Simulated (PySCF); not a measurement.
Compound: hydrazine, N₂H₄.
Z-matrix (Å and degrees, GFN2-xTB geometry), rows numbered from 1:
```
N 
N   1  1.4255
H   1  1.0159  2  107.72
H   1  1.0219  2  113.06  3   119.63
H   2  1.0160  1  107.77  3   159.26
H   2  1.0218  1  113.00  3   -81.22
```

The closed-shell SCF was solved with PySCF and density fitting under several settings on one GFN2-xTB geometry (grid level 2 and gas phase unless stated).

```tsv
settings	basis functions	SCF cycles	E (Eh)	HOMO (eV)	LUMO (eV)	dipole (D)
PBE0/pcSseg-1	54	10	-111.7224	-6.82	1.44	2.26
PBE0/def2-SVPD	72	10	-111.6675	-7.03	0.92	2.04
```

Estimate the row for these settings: PBE0/pcJ-1, IEF-PCM acetone.

```json
{"settings": "PBE0/pcJ-1, IEF-PCM acetone", "basis functions": "94", "SCF cycles": "10", "E (Eh)": "-111.7533", "HOMO (eV)": "-6.88", "LUMO (eV)": "1.87", "dipole (D)": "2.71"}
```

Over all rows, what range does the HOMO–LUMO gap span?

From 7.95 eV (PBE0/def2-SVPD) to 8.75 eV (PBE0/pcJ-1, IEF-PCM acetone).

And the dipole moment?

From 2.04 D (PBE0/def2-SVPD) to 2.71 D (PBE0/pcJ-1, IEF-PCM acetone); the largest is 1.33 times the smallest, and the median is 2.26 D.

Compare two rows with the functional PBE0: PBE0/pcSseg-1 and PBE0/def2-SVPD. Which energy is lower, and by how much?

PBE0/pcSseg-1 (54 functions) lies 0.0549 Eh or 34 kcal/mol below PBE0/def2-SVPD (72 functions). The smaller set gives the lower energy; the two sets aren't nested, so the variational bound doesn't order them by size.

Cycle counts include a coarse-grid stage where the run had one. The species at its GFN2-xTB geometry (one conformer only).
